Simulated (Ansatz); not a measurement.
# AlHOF (SMILES [O][AlH][F]): levels of theory compared

We compute a comparison of 6 runs (UHF/STO-3G, U-r2SCAN0/STO-3G, UHSE06/STO-3G, RPA@PBE/STO-3G, UMP2/STO-3G, UCCSD(T)/STO-3G) of AlHOF. 

The calculation is run with Ansatz 0.2.0.

70 further runs of the same task are left out: 5 that didn't finish, 65 set aside as unsound or not needed.

## 1. The molecule

AlHOF: 4 atoms, total charge 0, spin state doublet. SMILES: `[O][AlH][F]`. The H4–Al2 distance was set to 2.346 Å, away from the relaxed value. At this shape a bond of the SMILES string is far longer than usual.

Bond lengths: O1–Al2 1.731 Å, Al2–F3 1.641 Å. Angles: O1–Al2–F3 117.5°.

## 2. The energy at UHF/STO-3G (run 1)

Contents of input.yaml:

```yaml
crystal:
  periodic: [false, false, false]
  atoms:
    - symbol: O
      position_ang: [-0.745286, -1.541378, 1.326102]
    - symbol: Al
      position_ang: [-0.578786, -0.453678, -0.010298]
    - symbol: F
      position_ang: [-1.743486, -0.490078, -1.165498]
    - symbol: H
      position_ang: [1.272100, 0.985600, -0.090400]
basis:
  gaussian:
    orbitals: STO-3G
accuracy: high
hamiltonian:
  xc: hf
magnetization:
  spin_polarized: true
  initial_magnetization: 1
```

Started as:

```sh
$ ansatz run input.yaml --threads 1 --pin off --max-ram 2610MiB --events-out events.jsonl --progress --plain --runs-dir runs
```

What it wrote:

```text
Warning: RAYON_NUM_THREADS=1 ignored (pool sized by the plan → 1); use --threads N
Functional definition: HF
  name "HF"
  exchange = exact_x
  correlation = 0
356 factors; integrals over basis functions are off by at most 2.7e-8 eV
mean field evaluation 1: about -11181.1255 eV, gradient 2.9e1 eV
mean field evaluation 2: about -11181.1485 eV, gradient 2.9e1 eV
mean field evaluation 4: about -11190.9672 eV, gradient 7.5e0 eV
mean field evaluation 8: about -11194.0557 eV, gradient 1.7e0 eV
mean field evaluation 16: about -11194.2912 eV, gradient 6.5e-5 eV
mean field evaluation 32: about -11194.2341 eV, gradient 1.9e-4 eV
mean field evaluation 64: about -11194.0693 eV, gradient 1.1e0 eV
mean field evaluation 96: about -11193.3772 eV, gradient 5.5e-1 eV
mean field evaluation 128: about -11186.8860 eV, gradient 7.2e0 eV
mean field evaluation 160: about -11188.6986 eV, gradient 2.6e0 eV
mean field evaluation 192: about -11187.0399 eV, gradient 6.7e0 eV
mean field evaluation 224: about -11194.1608 eV, gradient 9.9e-1 eV
mean field -11194.29120581 eV, -411.3826140506 hartree, gradient 2.9e-8 eV, S^2 1.334536; 6 other end points of the search recorded, 0 dependent functions left out
reference -11194.29120581 eV, -411.3826140506 hartree; 16, 15 occupied and 4, 5 virtual orbitals, 356 factors
Total energy: -11194.29120581 eV, -411.3826140506 hartree
```

It took 0.44 s on 1 thread of Arm Neoverse V1, shared host.

## 3. The energy at U-r2SCAN0/STO-3G (run 2)

Contents of run.yaml:

```yaml
crystal:
  periodic: [false, false, false]
  atoms:
    - {symbol: O, position_ang: [-0.745286, -1.541378, 1.326102]}
    - {symbol: Al, position_ang: [-0.578786, -0.453678, -0.010298]}
    - {symbol: F, position_ang: [-1.743486, -0.490078, -1.165498]}
    - {symbol: H, position_ang: [1.272100, 0.985600, -0.090400]}
basis:
  gaussian: {orbitals: STO-3G}
total_charge: 0
magnetization: {spin_polarized: true, initial_magnetization: 1}
hamiltonian: {xc: {name: r2SCAN0}}
accuracy: high
```

Started as:

```sh
$ ansatz run run.yaml --threads 1 --pin off --max-ram 2610MiB --events-out events.jsonl --progress --plain --runs-dir runs
```

What it wrote:

```text
Warning: RAYON_NUM_THREADS=1 ignored (pool sized by the plan → 1); use --threads N
Functional definition: r2SCAN0
  name "r2SCAN0"
  parameter a = 0.25
  parameter k0 = 0.174
  parameter k1 = 0.065
  parameter a1 = 4.9479
  exchange = (1 - a)*r2scan_x(k0 = k0, k1 = k1, a1 = a1) + a*exact_x
  correlation = r2scan_c
356 factors; integrals over basis functions are off by at most 2.7e-8 eV
mean field evaluation 1: about -11212.5658 eV, gradient 3.1e1 eV
mean field evaluation 2: about -11080.6489 eV, gradient 1.1e2 eV
mean field evaluation 4: about -11222.5214 eV, gradient 1.1e1 eV
mean field evaluation 8: about -11223.7775 eV, gradient 1.5e-1 eV
mean field evaluation 16: about -11223.7482 eV, gradient 4.3e-3 eV
mean field evaluation 32: about -11223.7482 eV, gradient 2.9e-7 eV
mean field -11223.74823371 eV, -412.4651398592 hartree, gradient 5.9e-8 eV, S^2 0.956707; 4 other end points of the search recorded, 0 dependent functions left out
reference -11223.74823424 eV, -412.4651398785 hartree; 16, 15 occupied and 4, 5 virtual orbitals, 356 factors
Total energy: -11223.74823424 eV, -412.4651398785 hartree
```

It took 8.4 s on 1 thread of Arm Neoverse V1, shared host; peak memory 0.23 GiB.

Runs 3 to 5 aren't shown in full; the table further down has their settings and results.

## 4. The energy at UCCSD(T)/STO-3G (run 6)

Contents of in.yaml:

```yaml
crystal:
  periodic: [false, false, false]
  atoms:
    - symbol: O
      position_ang: [-0.745286, -1.541378, 1.326102]
    - symbol: Al
      position_ang: [-0.578786, -0.453678, -0.010298]
    - symbol: F
      position_ang: [-1.743486, -0.490078, -1.165498]
    - symbol: H
      position_ang: [1.272100, 0.985600, -0.090400]
basis:
  gaussian:
    orbitals: STO-3G
magnetization:
  spin_polarized: true
  initial_magnetization: 1
correlation:
  method: ccsd_t
  frozen_orbitals: {Al: 5, F: 1, H: 0, O: 1}
accuracy: high
scf:
  omitted_lower_state_checks: [cluster_reference, increment]
```

Started as:

```sh
$ ansatz run in.yaml --threads 1 --pin off --max-ram 2610MiB --events-out events.jsonl --progress --plain --runs-dir runs
```

What it wrote:

```text
Warning: RAYON_NUM_THREADS=1 ignored (pool sized by the plan → 1); use --threads N
[... 15 lines left out ...]
7 core orbitals not correlated: weight in the atoms' cores, before any rotation towards them, 1.000 or more for the frozen orbitals, at most 0.000 for the correlated occupied ones
[... 55 lines left out ...]
Total energy: -11196.98990044 eV, -411.4817892487 hartree
Checks for a lower state left out: cluster_reference, increment
```

Run time: 0.66 s. Hardware: 1 thread of Arm Neoverse V1, shared host.

## 5. The series

```csv
run,level,frozen core orbitals,energy (Eh),⟨S²⟩,wall time
1,UHF/STO-3G,–,-411.382614,1.335,0.44 s
2,U-r2SCAN0/STO-3G,–,-412.465140,0.957,8.4 s
3,UHSE06/STO-3G,–,-412.274658,0.824,3.6 s
4,RPA@PBE/STO-3G,7,-411.540203,0.770,3.9 s
5,UMP2/STO-3G,7,-411.436155,1.335,0.44 s
6,UCCSD(T)/STO-3G,7,-411.481789,1.335,0.66 s
```

## 6. Results

```
                                          quantity          value
                               run 6: total energy  -411.48179 Eh
run 6: correlation energy (7 core orbitals frozen)      -99.2 mEh
                             run 6: (T) correction      -7.52 mEh
          run 6: ⟨S²⟩ of the reference determinant          1.335
                              run 6: T1 diagnostic          0.062
```

What this shows: Below the UHF energy at the same shape and in the same basis (STO-3G): UMP2 -53.5 mEh; UCCSD(T) -99.2 mEh. Totals of different functionals can't be ranked against each other. In runs 1, 2, 3, 4, 5, 6 the basis is minimal, so the values are rough. Spin contamination of the reference: run 1 ⟨S²⟩ = 1.33, run 5 ⟨S²⟩ = 1.33, run 6 ⟨S²⟩ = 1.33, run 2 ⟨S²⟩ = 0.96. All runs together took 17 s, the longest 8.4 s.
